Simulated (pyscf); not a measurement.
Structures and frequencies: ωB97X-D3(BJ)/def2-SVP in PySCF.

SMILES: [F][Mo]([F])([F])([F])([F])[Cl]
```xyz
7

F      0.2631     0.8718     1.2353
Mo    -0.1349    -0.7898     0.6137
F     -0.2549    -1.3978     2.3223
F      0.0562    -0.1946    -1.0927
F      1.6485    -1.1749     0.6385
F     -0.4380    -2.4721    -0.0050
Cl    -2.3330    -0.3169     0.5800
```

Q: What are the homolytic bond dissociation enthalpies (298 K) of F–Mo(F)(F)(F)(F)–Cl (SMILES [F][Mo]([F])([F])([F])([F])[Cl]) at ωB97M-D3(BJ)/def2-TZVP, weakest first?

A: Cl–Mo to [F–Mo(F)(F)(F)–F]• + Cl•: 170.9 kJ/mol; F–Mo to F• + [F–Mo(F)(F)(F)–Cl]•: 298.3 kJ/mol. Ring and multiple bonds, and those that leave no two simple radicals, are not listed. The radicals are drawn with the spin at the cut bond; how far it spreads was not checked. Left out: the spin-orbit lowering of Cl, F. Open-shell species with a d-block atom are single-reference here; other states, and whether the spin sits on metal or ligand, were not checked. Elements past Kr carry the def2 core potentials, without spin-orbit coupling.
